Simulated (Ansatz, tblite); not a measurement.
Spin states of S3⁺ (the lowest doublet isomer of a short search), each relaxed with PBE-D4/def2-TZVP in Ansatz. Electronic energies in the gas phase.

The xTB rows come from tblite. HSE06 is defined as in plane-wave codes, on full-range PBE exchange. Correlated methods freeze 15 core orbitals. The structure comes from a short search, and lower isomers may exist.

Doublet geometry (C2v within 0.1 Å):

```xyz
3

S    -0.700   -0.935   -0.381
S     0.336   -0.007    1.081
S     0.364    0.942   -0.699
```

Quartet geometry (C2v within 0.1 Å):

```xyz
3

S    -0.2943    1.0312   -0.9597
S     0.0001    0.3774    0.9413
S     0.2941   -1.4086    0.0184
```

⟨S²⟩: doublet 0.76 at PBE0-D4/def2-TZVP (pure 0.75), quartet 3.76 at PBE0-D4/def2-TZVP (pure 3.75).

Only these spin states were relaxed. The quartet has other bonds than the doublet, so the gap mixes isomer and spin.

| level | quartet − doublet (kJ/mol) | lowest of these |
| --- | --- | --- |
| GFN1-xTB | 213.4 | doublet |
| GFN2-xTB | 142.7 | doublet |
| HF/def2-TZVP | 1.5 | tie |
| HF/def2-TZVPP | 1.5 | tie |
| PBE-D4/def2-TZVP | 88.9 | doublet |
| BLYP-D4/def2-TZVP | 74.6 | doublet |
| r2SCAN-D4/def2-TZVP | 73.3 | doublet |
| PBE0-D4/def2-TZVP | 81.4 | doublet |
| HSE06-D4/def2-TZVP | 81.1 | doublet |
| BHLYP-D4/def2-TZVP | 60.4 | doublet |
| ωB97X-V/def2-TZVP | 92.0 | doublet |
| RPA@PBE/def2-TZVP | 86.7 | doublet |
| MP2/def2-TZVP | 95.7 | doublet |
| MP2/def2-TZVPP | 96.4 | doublet |
| CCSD/def2-TZVPP | 76.9 | doublet |
| CCSD(T)/def2-TZVPP | 85.3 | doublet |

Change of the quartet − doublet gap on mixing in exact exchange, in kJ/mol: PBE to PBE0 (25 % exact exchange) -7.5; BLYP to BHLYP (50 % exact exchange) -14.1.

The xTB methods have no term that favours high spin, so they put low spin too low.
